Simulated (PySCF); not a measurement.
One molecule, a ladder of functionals, a line

Molecule: `C=CSC`, C3H6S.

Atoms are numbered as in `[CH2:1]=[CH:2][S:3][CH3:4]`; H(Xn) means a hydrogen on atom n. Ha(C1) is cis to S3; Hb(C1) is trans to S3.

GIAO shieldings (ppm, equivalent atoms averaged) in PySCF 2.14 on the PBE0-D3(BJ)/def2-SVP geometry, basis pcSseg-2, gas phase, non-relativistic:

| functional | exact exchange (%) | σ(S3) |
| --- | --- | --- |
| BLYP | 0 | 414.5 |
| BP86 | 0 | 440.3 |
| PBE | 0 | 443.6 |
| B3LYP | 20 | 442.8 |
| mPW1PW91 | 25 | 472.6 |
| BHandHLYP | 50 | 479.6 |
| HF | 100 | 539.4 |

(1) Fit each shielding as a line in the percentage of exact exchange.

(2) What does the line predict for PBE0 (25 %), and what does the run give?

Results:

(1) σ(S3) = 432.5 + 1.05 x (rms 11.0 ppm). The functionals also differ in their semilocal parts, which the line can't hold; Hartree–Fock has no correlation at all.

(2) σ(S3): 458.8 predicted, 476.9 computed ppm.
